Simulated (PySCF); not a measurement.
# CH7NSi: the cost of one run

Computed with PySCF 2.14.0, with density-fitted response routines of our own, on a single molecule in the gas phase. Atoms are numbered from 0 throughout.

### Step 1. Starting geometry

10 atoms, charge 0, multiplicity 1; geometry from: GFN2-xTB. The atoms were then displaced at random by about 0.01 Å, so the start is not that level's minimum.

Bonds of the start (Å): C0–N1 1.43, N1–Si2 1.70, C0–H3 1.07, C0–H4 1.13, C0–H5 1.09, N1–H6 1.01, Si2–H7 1.46, Si2–H8 1.50, Si2–H9 1.47.

### Step 2. Optimising the geometry at PBE0-D3(BJ)/def2-SVP

The job: settings as JSON, then the geometry in Å.

```
{"job": {"xc": "PBE0", "basis": "def2-SVP", "d3": "d3bj", "grid": 1, "shake": 0.01, "kind": "geom"}, "charge": 0, "multiplicity": 1}
C     -1.357660    -0.141920    -0.041100
N     -0.144560     0.614410    -0.112460
Si     1.385160    -0.130050    -0.016040
H     -1.216540    -1.064740    -0.562220
H     -2.176920     0.435650    -0.552770
H     -1.697990    -0.320620     0.981420
H     -0.230330     1.542610     0.278470
H      1.447680    -1.127340    -1.075500
H      1.701960    -0.799470     1.286280
H      2.339640     0.970550    -0.207140
```

On the command line:

```sh
$ OMP_NUM_THREADS=1 python probes_run.py task.json out
```

The driver reads the jobs from task.json and runs them one after another.

**Question.** How long does this first job take on 1 thread of Arm Neoverse V1, shared host, and how much memory does it need?

About 11 s, with a peak of 0.34 GiB.
